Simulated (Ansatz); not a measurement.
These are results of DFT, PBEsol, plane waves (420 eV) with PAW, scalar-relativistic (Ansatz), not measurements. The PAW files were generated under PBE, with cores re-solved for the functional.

An element in the fcc structure gives this curve. The cell is scaled uniformly from the relaxed one, with fractional coordinates and shape fixed. Energies are extrapolated to zero smearing, pressures are those at the given smearing. Magnetic state: spin not included.

| V (Å³/atom) | E − E₀ (meV/atom) | P (GPa) |
| --- | --- | --- |
| 35.731 | 38.3 | 2.83 |
| 37.355 | 15.9 | 1.73 |
| 38.979 | 3.6 | 0.79 |
| 40.603 | 0.0 | 0.00 |
| 42.227 | 3.7 | -0.66 |
| 43.851 | 13.5 | -1.22 |
| 45.475 | 28.5 | -1.70 |

Which element is it?
A. yttrium
B. ytterbium
C. calcium
D. bismuth

C. Its fit is V₀ = 40.56 Å³/atom, B₀ = 18.0 GPa, B₀′ = 3.2.
